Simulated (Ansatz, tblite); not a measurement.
Adding an electron: the cluster Li₃H₃⁺ (the lowest doublet isomer of a short search). The state is a doublet with charge 1. Geometry: PBE0-D4/def2-TZVP. Ansatz, gas phase; energy differences of separate SCF runs; the reduced species is a singlet (the triplet lies 0.40 eV higher at PBE0-D4/def2-TZVP).

Cartesian coordinates in Å:
```
Li 0.2619 -0.0275 0.3503
Li 0.7995 -2.4522 -1.7945
Li 0.9200 1.5580 3.2286
H -1.2321 1.3160 -0.2106
H 0.4917 -1.2375 -0.7769
H -1.2410 0.8432 -0.7969
```

The xTB rows come from tblite. In the doublet, H4 and H6 lie 0.75 Å apart (atoms count from 1), so H2 has formed as a molecule. The structure comes from a short search, and lower isomers may exist.

```
              level  −HOMO (eV)  −LUMO (eV)  vertical EA (eV)  HOMO–LUMO gap (eV)
           GFN1-xTB           –           –             11.14                   –
           GFN2-xTB           –           –              8.04                   –
   PBE-D4/def2-TZVP        7.09        5.35              4.05                1.74
r2SCAN-D4/def2-TZVP        7.13        4.16              3.72                2.97
  PBE0-D4/def2-TZVP        7.77        4.76              3.91                3.00
```

  HOMO and LUMO are the levels of the spin that leaves or enters (xTB has no such levels and no spin-polarisation term). Other spin states of the ions may lie lower, which would lower the ionisation energy or raise the affinity. Raw xTB energy differences between charge states are shifted by several eV; the methods need an empirical correction for them.
